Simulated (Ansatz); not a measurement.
# How far a parabola holds: energy against volume of zinc-blende CdS (metastable phase)

Zinc-blende CdS (metastable phase), treated with PBE (Ansatz, a first-principles code, PAW). Settings: plane-wave cutoff 520 eV, 10×10×10 k mesh, Fermi–Dirac smearing 0.01 eV, scalar-relativistic PAW data made under PBE. The cell has no free parameter but its volume, all volumes share cutoff and mesh, and the runs aren't spin-polarised. Energies are free energies at the run's smearing, counted from the lowest row; static lattice.

| V (Å³/atom) | E (meV/atom) |
|---|---|
| 24.461 | ? |
| 24.981 | 7.48 |
| 25.501 | 1.80 |
| 26.022 | 0.00 |
| 26.542 | 1.67 |
| 27.063 | 6.46 |

Task: Fit E against V with a parabola, and predict the withheld value at V = 24.461.

Result: With u = V - 26.0, the rows have u = -1.0190, -0.4990, 0.0220, 0.5420, 1.0630. Least squares gives E = 0.007 - 0.6988·u + 6.4357·u². Residuals (row less fit): 0.078, -0.158, 0.005, 0.151, -0.076; standard error 0.173 (degrees of freedom: 2). The fitted curve has its minimum at V = 26.1, where E = -0.01. Its curvature is d²E/dV² = 2 × 6.4357 meV/Å⁶, so B = V0·d²E/dV² × 0.1602 = 53.7 GPa. At the withheld row, u = -1.5390, so E = 0.007 - 0.6988 × (-1.5390) + 6.4357 × (-1.5390)² = 16.326 meV/atom. The calculation gives 17.51 meV/atom, 1.184 meV/atom above the prediction (6.8 % of the range of E in the table). The row lies outside the fitted rows, so this is an extrapolation. From the scatter of the fitted rows alone, a prediction at this place has a standard error of 0.409 meV/atom, so the miss is 2.9 times that.

The residuals are curvature that a parabola lacks, not noise. A solid that stiffens under compression and softens on expansion lies above the parabola at the compressed end and under it at the expanded end, as this row does. A third-order Birch-Murnaghan fit to the whole scan has B0 = 53.4 GPa. Only scans are tabulated whose curvature falls smoothly with volume, and where the parabola meets the shown rows within 5 % of their range and misses the end by 0.1 meV or more.
